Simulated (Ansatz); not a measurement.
**SiHF3: vertical ionisation energy**

The task here is to estimate one member of a computed series from the others.

Program: Ansatz 0.2.0, Gaussian basis. Level of theory: unrestricted cation, the program's frozen cores in correlated methods. These are calculated values, not measurements.

The runs, in order: UKS PBE-D4/def2-TZVPP; UKS r2SCAN-D4/def2-TZVPP; UKS PBE0-D4/def2-TZVPP; UKS B3LYP-D4/def2-TZVPP; UKS wB97X-V/def2-TZVPP; UKS wB97M-V/def2-TZVPP; UKS B2PLYP/def2-TZVPP; UHF-CCSD(T)/def2-TZVPP; UHF-CCSD(T)/def2-QZVPP; extrapolation to the limit; then −ε(HOMO) from the neutral's earlier runs with LDA (SPW92), PBE-D4, revPBE-D4, BLYP-D4, r2SCAN-D4, B97M-V, PBE0-D4, B3LYP-D4, r2SCANh-D4, r2SCAN0-D4, HSE06-D4, BHLYP-D4, CAM-B3LYP-D4, LC-ωPBE, ωB97X-V, ωB97M-V.

## The geometry

The geometry comes from an earlier relaxation with PBE0-D4 in a triple-zeta def2 set; it is a stationary point.

5 atoms, charge 0, spin multiplicity 1.

Atoms are counted from 1 here; the program's logs count them from 0.

Bond lengths: F1–Si2 1.573 Å, Si2–F3 1.573 Å, Si2–F4 1.573 Å, Si2–H5 1.461 Å. Angles: F1–Si2–F3 108.3°, F1–Si2–F4 108.3°, F1–Si2–H5 110.7°, F3–Si2–F4 108.3°, F3–Si2–H5 110.7°, F4–Si2–H5 110.7°.

The first run:

Input file in.yaml:

```yaml
crystal:
  periodic: [false, false, false]
  atoms:
    - {symbol: F, position_ang: [-0.447083, -0.082184, 1.491262]}
    - {symbol: Si, position_ang: [0.040671, 0.001695, -0.001766]}
    - {symbol: F, position_ang: [-0.597060, 1.281427, -0.657249]}
    - {symbol: F, position_ang: [-0.495894, -1.263340, -0.767179]}
    - {symbol: H, position_ang: [1.499366, 0.062413, -0.065058]}
basis:
  gaussian: {orbitals: def2-TZVPP}
total_charge: 1
magnetization: {spin_polarized: true, initial_magnetization: 1}
hamiltonian: {xc: pbe, dispersion: d4}
```

The run is started by

```console
ansatz run in.yaml --threads 2 --pin off --events-out ev --progress --plain --max-ram 32768MiB --backend cpu
```

Steps of the session up to this table: Cation, UKS PBE-D4/def2-TZVPP; Cation, UKS r2SCAN-D4/def2-TZVPP; Cation, UKS PBE0-D4/def2-TZVPP; Cation, UKS B3LYP-D4/def2-TZVPP; Cation, UKS wB97X-V/def2-TZVPP; Cation, UKS wB97M-V/def2-TZVPP; Cation, UKS B2PLYP (frozen core)/def2-TZVPP; Cation, UHF-CCSD(T)/def2-TZVPP; Cation, UHF-CCSD(T)/def2-QZVPP.

One table of the session follows, with a row left open; its other results are not shown here.

It belongs to the step «Ionisation energies side by side». Orbital estimates, from the neutral's runs:

| functional | −ε(HOMO) (eV) |
| --- | --- |
| LDA (SPW92) | 9.67 |
| PBE-D4 | 9.55 |
| revPBE-D4 | ? |
| BLYP-D4 | 9.51 |
| r2SCAN-D4 | 9.99 |
| B97M-V | 10.03 |
| PBE0-D4 | 11.22 |
| B3LYP-D4 | 11.01 |
| r2SCANh-D4 | 10.60 |
| r2SCAN0-D4 | 11.51 |
| HSE06-D4 | 10.81 |
| BHLYP-D4 | 12.86 |
| CAM-B3LYP-D4 | 12.75 |
| LC-ωPBE | 14.09 |
| ωB97X-V | 13.74 |
| ωB97M-V | 13.56 |

Q: Estimate the row for revPBE-D4 from the others.

The run gave: −ε(HOMO) (eV): 9.49. In the column «−ε(HOMO) (eV)» it is the lowest.
